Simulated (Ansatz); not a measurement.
We consider fcc Au, described by r²SCAN (PAW; Ansatz, a program for electronic structure).

A relaxed, unreconstructed slab of the (110) face has 12 atoms, two equal faces of 12.029 Å² each and an energy of -157960.4424 eV. A bulk cell of 2 atoms with the same orientation and in-plane k mesh has -26327.0165 eV. Energies are extrapolated to zero smearing.

Numerical settings: plane-wave cutoff 500 eV, 14×18×1 k mesh (along the axes of the cell as run), Fermi–Dirac smearing 0.1 eV, scalar-relativistic PAW data made under PBE.

Worked out: γ = (E_slab − N E_bulk per atom)/2A = [-157960.4424 − 12 × (-26327.0165/2)]/(2 × 12.029) = 0.0689 eV/Å². With 16.022 J/m² per eV/Å² this is 1.10 J/m², or 0.83 eV per surface cell and face.
